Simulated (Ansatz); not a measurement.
# Nudged elastic band run: CH7Si2, charge -1

Input file:

```yaml
crystal:
  periodic: [false, false, false]
  atoms:
    - { symbol: Si, position_ang: [-1.12188, 0.842382, -0.729094] }
    - { symbol: C, position_ang: [0.084005, -0.466415, -0.586453] }
    - { symbol: Si, position_ang: [1.103186, -0.745145, 0.852699] }
    - { symbol: H, position_ang: [-2.574844, 0.45719, -1.033771] }
    - { symbol: H, position_ang: [-0.930965, 1.91084, -1.814722] }
    - { symbol: H, position_ang: [-1.23378, 1.660041, 0.539593] }
    - { symbol: H, position_ang: [0.225538, -1.130571, -1.451671] }
    - { symbol: H, position_ang: [1.035516, -2.118842, 1.531471] }
    - { symbol: H, position_ang: [0.785615, 0.218086, 1.97611] }
    - { symbol: H, position_ang: [2.627607, -0.627587, 0.715829] }
total_charge: -1
basis:
  gaussian: { orbitals: def2-SVP }
hamiltonian:
  xc: pbe0
  dispersion: d4
neb:
  order_check: false
  images: 5
  f_tol: 0.03
  max_iterations: 60
  initial_path: idpp
  final_atoms:
    - { symbol: Si, position_ang: [-1.03102298, 0.93624856, -0.74604787] }
    - { symbol: C, position_ang: [0.29624494, -0.25359089, -0.64705645] }
    - { symbol: Si, position_ang: [0.96137057, -0.89053859, 0.88262864] }
    - { symbol: H, position_ang: [-1.73517562, 1.12507658, 0.58071032] }
    - { symbol: H, position_ang: [-2.16398912, 0.62590736, -1.7270363] }
    - { symbol: H, position_ang: [-0.73873641, 2.38304628, -1.17265153] }
    - { symbol: H, position_ang: [0.81536688, -0.51841222, -1.57991283] }
    - { symbol: H, position_ang: [1.15019074, -2.40656284, 0.97990457] }
    - { symbol: H, position_ang: [0.0912946, -0.55331577, 2.07479218] }
    - { symbol: H, position_ang: [2.3544544, -0.44787947, 1.35466027] }
```

Launched with:

```bash
$ ansatz run input.yaml --threads 1 --pin off --max-ram 2048MiB --backend cpu --events-out ev --progress --plain --runs-dir out
```

Output, in part (warnings, iteration lines, the closing report on the highest movable image, with atoms numbered from 0):

```
NEB end point (image 0): max|allowed force component| = 8.984e-3 eV/Å (the criterion of neb.relax_end_points is 1.000e-2)
NEB end point (image 6): max|allowed force component| = 8.151e-3 eV/Å (the criterion of neb.relax_end_points is 1.000e-2)
NEB iter   1: max|band force component| = 1.003e0 eV/Å  barrier→ = 0.1475 eV  barrier← = 0.1470 eV  Δτ_max = 0.1704 Å  (152 SCF iters)
NEB iter   2: max|band force component| = 2.206e-1 eV/Å  barrier→ = 0.0691 eV  barrier← = 0.0686 eV  CI = image 3  Δτ_max = 0.0551 Å  (115 SCF iters)
NEB iter   3: max|band force component| = 9.129e-2 eV/Å  barrier→ = 0.0561 eV  barrier← = 0.0556 eV  CI = image 3  Δτ_max = 0.0100 Å  (115 SCF iters)
NEB iter   4: max|band force component| = 5.798e-2 eV/Å  barrier→ = 0.0550 eV  barrier← = 0.0545 eV  CI = image 3  Δτ_max = 0.0349 Å  (106 SCF iters)
NEB iter   5: max|band force component| = 7.732e-2 eV/Å  barrier→ = 0.0540 eV  barrier← = 0.0534 eV  CI = image 3  Δτ_max = 0.0174 Å  (109 SCF iters)
NEB iter   6: max|band force component| = 2.808e-2 eV/Å  barrier→ = 0.0537 eV  barrier← = 0.0532 eV  CI = image 3  Δτ_max = 0.0000 Å  (225 SCF iters)
Total energy: -16892.23818462 eV, -620.7783033144 hartree
Atom 0 at    -0.912148     1.068496    -0.717726 Å, force     0.009752    -0.013601    -0.004889 eV/Å
Atom 1 at     0.296955    -0.246008    -0.618042 Å, force    -0.022418     0.028076    -0.000501 eV/Å
Atom 2 at     0.854716    -1.031295     0.884325 Å, force    -0.006439     0.004490    -0.002240 eV/Å
Atom 3 at    -2.358330     0.801202    -0.289514 Å, force     0.001390    -0.000598     0.004426 eV/Å
Atom 4 at    -1.086898     1.556681    -2.146325 Å, force     0.000972     0.000622    -0.004704 eV/Å
Atom 5 at    -0.664098     2.367241     0.051636 Å, force    -0.003618     0.000492     0.004976 eV/Å
Atom 6 at     0.725040    -0.563161    -1.577951 Å, force     0.013435    -0.011282     0.003957 eV/Å
Atom 7 at     0.718736    -2.552517     1.005516 Å, force     0.006522     0.000399     0.000789 eV/Å
Atom 8 at     0.104903    -0.518497     2.098103 Å, force     0.000103     0.002270     0.003850 eV/Å
Atom 9 at     2.321121    -0.882163     1.309970 Å, force     0.000301    -0.010869    -0.005665 eV/Å
Dipole moment:     0.029052    -0.020375    -0.048205 e Å
```

It converged. A vibrational analysis at the climbing image gives one clearly imaginary mode, 147i cm⁻¹: a first-order saddle point. Limits of this set-up: an anion without diffuse functions, the dipole of an ion depends on the origin.

Final band (atoms are numbered from 1 in the order of the input):

| image | path coordinate (Å) | energy (eV) | dihedral H6–Si1–C2–H7 (°) |
| --- | --- | --- | --- |
| 0 | 0.00 | 0.000 | 179 |
| 1 | 0.69 | 0.010 | -165 |
| 2 | 1.37 | 0.036 | -147 |
| 3 | 2.06 | 0.054 | -122 |
| 4 | 2.70 | 0.040 | -97 |
| 5 | 3.34 | 0.013 | -79 |
| 6 | 3.98 | 0.001 | -64 |

Time of the run: 97 s on 1 thread of Arm Neoverse V1 (shared host), peak memory 0.16 GiB.
